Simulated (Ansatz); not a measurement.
The input, for Ansatz 0.2.0:

```yaml
crystal:
  periodic: [false, false, false]
  atoms:
    - {symbol: Cl, position_ang: [-0.858059, 0.000000, 0.000000]}
    - {symbol: H, position_ang: [0.606941, 0.000000, 0.000000]}
    - {symbol: B, position_ang: [2.243941, 0.000000, 0.000000]}
    - {symbol: H, position_ang: [2.753014, 0.000000, 1.077008]}
    - {symbol: H, position_ang: [2.753014, 0.000000, -1.077008]}
basis:
  gaussian: {orbitals: cc-pVDZ}
magnetization: {spin_polarized: true, initial_magnetization: 1}
hamiltonian: {xc: {name: PBE}}
correlation: {method: rpa, electrons: outside_noble_gas}
```

```sh
$ ansatz run in.yaml --threads 1 --pin off --events-out ev --progress --plain --max-ram 2393MiB
```

Log:

```
456 factors; integrals over basis functions are off by at most 1.5e-3 eV
mean field evaluation 1: about -13237.7133 eV, gradient 9.0e0 eV
mean field evaluation 2: about -13237.7113 eV, gradient 9.0e0 eV
mean field evaluation 4: about -13238.3699 eV, gradient 7.6e-1 eV
mean field evaluation 8: about -13238.3735 eV, gradient 3.3e-2 eV
mean field evaluation 16: about -13235.9502 eV, gradient 8.3e0 eV
mean field evaluation 32: about -13236.5643 eV, gradient 1.7e-2 eV
mean field -13238.37348652 eV, -486.5012523377 hartree, gradient 4.8e-6 eV, S^2 0.752579; 4 other end points of the search recorded, 0 dependent functions left out
6 core orbitals not correlated: weight in the atoms' cores, before any rotation towards them, 1.000 or more for the frozen orbitals, at most 0.000 for the correlated occupied ones
reference -13219.72821078 eV, -485.8160510927 hartree; 7, 6 occupied and 34, 35 virtual orbitals, 456 factors
Total energy: -13230.97541005 eV, -486.2293780419 hartree
```

Ran on 1 thread of Intel Xeon Platinum 8375C, shared host: 2.7 s wall, 0.17 GiB peak host memory.
